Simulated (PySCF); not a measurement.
A species of formula C4H6O has this rotational fingerprint, computed with PBE0-D3(BJ)/def2-SVP geometry optimisation, gas phase in PySCF:

```
Rotational constants : A = 10931, B = 4857, C = 3818 MHz
Dipole components    : |μa| = 1.30 D, |μb| = 0.09 D, |μc| = 0.77 D
Inertial defect      : -17.91 u·Å²
κ                    : -0.71
```

Task: Which structure is it? (One computed conformer of each.)
A. `[CH:1]#[C:2][CH2:3][CH2:4][OH:5]` with C2–C3–C4–O5 179°, C3–C4–O5–H 179° (3-butyn-1-ol)
B. `[CH2:1]=[C:2]([CH3:3])[CH:4]=[O:5]` with C1–C2–C4–O5 179°
C. `[OH:1][C@H:2]1[CH:3]=[CH:4][CH2:5]1` with H–O1–C2–C3 -44°

Result: C. It is O[C@H]1C=CC1, an asymmetric top. The candidates at the same level (rigid rotor, commonest isotopes):

```
      SMILES  A (MHz)  B (MHz)  C (MHz)  μa (D)  μb (D)  μc (D)  Δ (u·Å²)  point group                        rotor
      C#CCCO    26922     2291     2168    0.67    1.38    0.05     -6.34            –  near-prolate asymmetric top
O[C@H]1C=CC1    10931     4857     3818    1.30    0.09    0.77    -17.91            –               asymmetric top
   C=C(C)C=O     8655     4423     2981    2.63    0.66    0.02     -3.12      near Cs               asymmetric top
```

`C#CCCO` has A 146 % too high; `C=C(C)C=O` has C 22 % too low. No structure here is proved a minimum.
